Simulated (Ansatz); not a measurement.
**CH₈AlN (built from SMILES C[NH][AlH2].[H][H]): Born-Oppenheimer dynamics**

The task is to watch the atoms for 40 steps of 0.5 fs, started with velocities for 1000 K and run at constant energy, and see to which side of the barrier the system falls.

Computed with Ansatz 0.2.0, Gaussian basis. Level: PBE0-D4/def2-SVP.

### Step 1. The system as given

The start, a first-order saddle point found at PBE0-D4 in triple zeta: 11 atoms, charge 0, spin multiplicity 1.

Atoms are counted from 1 here; the program's logs count them from 0.

Bond lengths: Al1–N2 1.893 Å, Al1–H4 1.585 Å, Al1–H5 1.585 Å, Al1–H6 1.783 Å, Al1–H7 1.828 Å, N2–C3 1.452 Å, N2–H8 1.011 Å, C3–H9 1.094 Å, C3–H10 1.096 Å, C3–H11 1.094 Å. Angles: N2–Al1–H4 113.9°, N2–Al1–H5 115.3°, N2–Al1–H6 45.8°, N2–Al1–H7 77.4°, H4–Al1–H5 125.3°, H4–Al1–H6 113.1°, H4–Al1–H7 105.9°, H5–Al1–H6 117.9°, H5–Al1–H7 106.9°, H6–Al1–H7 31.6°, Al1–N2–C3 123.5°, Al1–N2–H8 119.2°, C3–N2–H8 112.6°, N2–C3–H9 109.4°, N2–C3–H10 112.7°, N2–C3–H11 111.9°, H9–C3–H10 107.0°, H9–C3–H11 107.4° and more.

Geometry (Å):

```mol
CH8AlN
  3D, bonds by distance, orders not assigned

 11 10  0  0  0  0  0  0  0  0999 V2000
   -1.1954    0.9465   -0.0730 Al  0  0
    0.0542   -0.3388    0.5356 N   0  0
    0.8777   -1.1395   -0.3524 C   0  0
   -2.3078    1.3143    0.9943 H   0  0
   -1.3760    1.0228   -1.6461 H   0  0
    0.4601    1.0371    0.5819 H   0  0
    0.2597    1.9719    0.3446 H   0  0
   -0.0874   -0.7780    1.4346 H   0  0
    1.1408   -0.5486   -1.2345 H   0  0
    0.3622   -2.0383   -0.7103 H   0  0
    1.8119   -1.4490    0.1253 H   0  0
  1  2  8  0
  1  4  8  0
  1  5  8  0
  1  6  8  0
  1  7  8  0
  2  3  8  0
  2  8  8  0
  3  9  8  0
  3 10  8  0
  3 11  8  0
M  END
```

### Step 2. The run

File md/in.yaml:

```yaml
crystal:
  periodic: [false, false, false]
  atoms:
    - {symbol: Al, position_ang: [-1.195429, 0.946480, -0.072985]}
    - {symbol: N, position_ang: [0.054209, -0.338824, 0.535572]}
    - {symbol: C, position_ang: [0.877674, -1.139498, -0.352398]}
    - {symbol: H, position_ang: [-2.307824, 1.314311, 0.994325]}
    - {symbol: H, position_ang: [-1.375980, 1.022794, -1.646102]}
    - {symbol: H, position_ang: [0.460080, 1.037052, 0.581932]}
    - {symbol: H, position_ang: [0.259736, 1.971863, 0.344585]}
    - {symbol: H, position_ang: [-0.087366, -0.778040, 1.434625]}
    - {symbol: H, position_ang: [1.140817, -0.548611, -1.234548]}
    - {symbol: H, position_ang: [0.362153, -2.038317, -0.710257]}
    - {symbol: H, position_ang: [1.811930, -1.449010, 0.125350]}
basis:
  gaussian: {orbitals: def2-SVP}
hamiltonian: {xc: pbe0, dispersion: d4}
md: {n_steps: 40, timestep: 0.5, temperature: 1000, ensemble: nve, seed: 941, initial_velocities: maxwell_boltzmann}
```

Launch:

```console
> ansatz run in.yaml --threads 2 --pin off --events-out ev --progress --plain --max-ram 4352MiB
```

**Question.** What will these runs give? Wanted: temperature at the start; mean temperature, second half; lowest and highest potential energy, from the first frame; largest change of potential + kinetic; bonds lost by distance.

The runs gave:

```
                                                 quantity              value
                                                   length  40 steps, 20.0 fs
                                 temperature at the start             1000 K
                            mean temperature, second half             1105 K
lowest and highest potential energy, from the first frame   -419 and 457 meV
                    largest change of potential + kinetic           12.4 meV
                                   bonds lost by distance     Al1–H6, Al1–H7
```

What this shows: By the last frame it has moved back towards the start side of the step. The system runs downhill by 0.42 eV, and that energy turns into motion. With no thermostat the total energy should stay fixed; it holds within 12.4 meV, small beside the kinetic energy, so the time step serves. The instant temperature ranges from 615 to 1360 K, as energy passes between motion and strain.
